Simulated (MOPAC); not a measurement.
MOPAC input (AM1):

```
AM1 FORCE THERMO(298,298) PRECISE LET GEO-OK AUX(PRECISION=9) THREADS=1
AlCl3

Al   -0.00000130 1   -0.00000233 1   -0.00000002 1
Cl   -0.00532198 1    1.87380244 1    0.02552074 1
Cl    1.62551473 1   -0.93210912 1   -0.02611095 1
Cl   -1.62019162 1   -0.94169029 1    0.00059023 1
```

From the output:

```
    Cl    4   3.410146   0.356684   0.356682   3.903039

          HEAT OF FORMATION =    -140.314773 KCALS/MOLE

          ZERO POINT ENERGY       3.486 KCAL/MOL

           NORMAL COORDINATE ANALYSIS (Total motion = 1 Angstrom)

   Root No.       1         2         3         4         5         6

                 1 E'      1 E'      1 A2"     1 A1'     2 E'      2 E'

                 170.9     170.9     226.8     461.0     704.4     704.4

           1   -0.0610   -0.1971   -0.0000   -0.0000    0.4956    0.0700
           2   -0.1972    0.0609   -0.0000   -0.0000   -0.0677    0.5124
           3   -0.0000   -0.0000    0.5678    0.0000    0.0000    0.0000
           4   -0.0619   -0.2002    0.0000    0.3333   -0.2499   -0.0353
           5    0.3003   -0.0928    0.0000   -0.0000    0.0002   -0.0016
           6    0.0000   -0.0000   -0.1441    0.0000    0.0000   -0.0000
           7    0.2709    0.1081    0.0000   -0.1667   -0.0783    0.1022
           8   -0.0081    0.2399    0.0000    0.2887    0.1332   -0.1790
           9    0.0000    0.0000   -0.1441    0.0000   -0.0000   -0.0000
          10   -0.1626    0.2421    0.0000   -0.1667   -0.0490   -0.1202
          11   -0.1422   -0.1935    0.0000   -0.2887   -0.0819   -0.2094
          12   -0.0000   -0.0000   -0.1441   -0.0000   -0.0000   -0.0000

           MASS-WEIGHTED COORDINATE ANALYSIS (NORMAL COORDINATES)

   Root No.       1         2         3         4         5         6

                 1 E'      1 E'      1 A2"     1 A1'     2 E'      2 E'

                 170.9     170.9     226.8     461.0     704.4     704.4

           1   -0.1227   -0.3412   -0.0000   -0.0000    0.8078    0.1169
           2   -0.3412    0.1227   -0.0000   -0.0000   -0.1169    0.8078
           3   -0.0000   -0.0000    0.8931    0.0000    0.0000    0.0000
           4   -0.1428   -0.3973    0.0000    0.5774   -0.4669   -0.0676
           5    0.5957   -0.2142    0.0000   -0.0000    0.0004   -0.0029
           6    0.0000   -0.0000   -0.2597    0.0000    0.0000   -0.0000
           7    0.5549    0.1929    0.0000   -0.2887   -0.1480    0.1837
           8    0.0055    0.4836    0.0000    0.5000    0.2517   -0.3218
           9    0.0000    0.0000   -0.2597    0.0000   -0.0000   -0.0000
          10   -0.3051    0.5021    0.0000   -0.2887   -0.0898   -0.2181
          11   -0.3036   -0.3764    0.0000   -0.5000   -0.1501   -0.3800
          12   -0.0000   -0.0000   -0.2597   -0.0000   -0.0000   -0.0000

          DESCRIPTION OF VIBRATIONS

 VIBRATION          2    1E'         ATOM PAIR     ENERGY CONTRIBUTION    RADIAL
 FREQUENCY           170.89         Al1 -- Cl4         +47.2% (132.5%)      0.0%
 TRANSITION DIPOLE   1.2720         Al1 -- Cl3         +30.9% (107.1%)      0.5%
 TRAVEL (Ang.)       0.1983         Al1 -- Cl2         +21.9% ( 90.2%)      2.7%
 REDUCED MASS       10.0394
 EFFECTIVE MASS     35.1326
 FORCE CONSTANT      0.1727

 VIBRATION          3    1A2"        ATOM PAIR     ENERGY CONTRIBUTION    RADIAL
 FREQUENCY           226.78         Al1 -- Cl4         +33.3% ( 86.5%)      0.0%
 TRANSITION DIPOLE   2.0600         Al1 -- Cl3         +33.3% ( 86.5%)      0.0%
 TRAVEL (Ang.)       0.1298         Al1 -- Cl2         +33.3% ( 86.5%)      0.0%
 REDUCED MASS       17.6507
 EFFECTIVE MASS     28.6025
 FORCE CONSTANT      0.5348

 VIBRATION          4    1A1'        ATOM PAIR     ENERGY CONTRIBUTION    RADIAL
 FREQUENCY           460.98         Al1 -- Cl2         +33.3% ( 54.1%)    100.0%
 TRANSITION DIPOLE   0.0000         Al1 -- Cl3         +33.3% ( 54.1%)    100.0%
 TRAVEL (Ang.)       0.1113         Al1 -- Cl4         +33.3% ( 54.1%)    100.0%
 REDUCED MASS       11.8177
 EFFECTIVE MASS     35.4530
 FORCE CONSTANT      1.4796

 VIBRATION          6    2E'         ATOM PAIR     ENERGY CONTRIBUTION    RADIAL
 FREQUENCY           704.41         Al1 -- Cl4         +40.4% ( 87.8%)     93.9%
 TRANSITION DIPOLE   5.1120         Al1 -- Cl3         +35.6% ( 82.4%)     79.9%
 TRAVEL (Ang.)       0.0828         Al1 -- Cl2         +24.0% ( 67.6%)      4.9%
 REDUCED MASS       13.9497
 EFFECTIVE MASS     29.6840
 FORCE CONSTANT      4.0782

      SYMMETRY NUMBER FOR POINT-GROUP D3h =  6

          SYSTEM IS A GROUND STATE

 AlCl3

          MOLECULE IS NOT LINEAR

          THERE ARE  6 GENUINE VIBRATIONS IN THIS SYSTEM
          THIS THERMODYNAMICS CALCULATION IS LIMITED TO
          MOLECULES WHICH HAVE NO INTERNAL ROTATIONS

                    CALCULATED THERMODYNAMIC PROPERTIES
                                          *
   TEMP. (K)   PARTITION FUNCTION   H.O.F.    ENTHALPY  HEAT CAPACITY ENTROPY
                                   KCAL/MOL   CAL/MOLE    CAL/K/MOL  CAL/K/MOL

 298.00  VIB.     0.5713D+01                  1386.7228     8.5328     8.1165
         ROT.     0.4592D+05                   888.2803     2.9808    24.3127
         INT.     0.2623D+06                  2275.0031    11.5136    32.4292
         TRA.     0.1489D+28                  1480.4672     4.9680    40.5735
         TOT.                     -140.315    3755.4703    16.4816    73.0026

   *: NOTE: HEATS OF FORMATION ARE RELATIVE TO THE
            ELEMENTS IN THEIR STANDARD STATE AT 298K
              (=  Standard Enthalpy of Formation).

            Hvib:  Zero-point energy is not included.
                   frequencies of less than zero cm-1 are not included.
            Hrot = (3/2)RT
            Htra = (3/2)RT + pV = (5/2)RT

            Heat capacity is Cp, not Cv

          For more information, see: HTTP://OpenMOPAC.net/Manual/thermochemistry.html

           FORCE CONSTANT IN CARTESIAN COORDINATES (Millidynes/A)

    ATOM   CHEMICAL       X               Y               Z
   NUMBER   SYMBOL  FORCE CONSTANT  FORCE CONSTANT  FORCE CONSTANT

      1      Al        5.315953        5.315953        0.652135
      2      Cl        3.894850        0.244774        0.072634
      3      Cl        1.157295        2.982329        0.072634
      4      Cl        1.157291        2.982333        0.072634

 **********************
 *                    *
 * JOB ENDED NORMALLY *
 *                    *
 **********************

 == MOPAC DONE ==
```
